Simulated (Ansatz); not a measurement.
Ansatz (a first-principles code) input (B3LYP/6-31G*):

Ansatz 0.2 input:
```yaml
crystal:
  periodic: [false, false, false]
  atoms:
    - {symbol: C, position_ang: [0.00476229, 0.43392420, -0.00203639]}
    - {symbol: C, position_ang: [1.18383408, -0.15360148, 0.00493325]}
    - {symbol: F, position_ang: [-1.14596015, -0.26718838, -0.00280751]}
    - {symbol: H, position_ang: [-0.17580160, 1.50100015, -0.00772733]}
    - {symbol: H, position_ang: [1.28003303, -1.23028006, 0.01036986]}
    - {symbol: H, position_ang: [2.07783169, 0.45203897, 0.00524394]}
basis:
  gaussian:
    orbitals: 6-31G*
hamiltonian:
  xc: {name: B3LYP}
total_charge: 1
magnetization: {spin_polarized: true, initial_magnetization: 1}
```

Output:

```
Functional definition: B3LYP
integrals: 0.01 GiB planned
509 factors; integrals over basis functions are off by at most 1.0e-3 eV
mean field: 0.15 GiB planned
mean field evaluation 1: about -4822.8232 eV, gradient 4.0e1 eV
mean field evaluation 2: about -4812.5329 eV, gradient 7.0e1 eV
mean field evaluation 4: about -4828.3597 eV, gradient 1.6e0 eV
mean field evaluation 8: about -4828.5125 eV, gradient 1.5e-1 eV
mean field evaluation 16: about -4828.5127 eV, gradient 5.6e-5 eV
mean field -4828.51266117 eV, -177.4445674146 hartree, gradient 5.8e-5 eV, S^2 0.752127; 0 other end points of the search recorded, 0 dependent functions left out
reference -4828.51280491 eV, -177.4445726968 hartree; 12, 11 occupied and 39, 40 virtual orbitals, 509 factors
Total energy: -4828.51280491 eV, -177.4445726968 hartree
```

The dipole moment of an ion depends on the origin.

The geometry given is a B3LYP-D3(BJ)/def2-TZVP minimum of the species of charge 0 and multiplicity 1, not of this state.
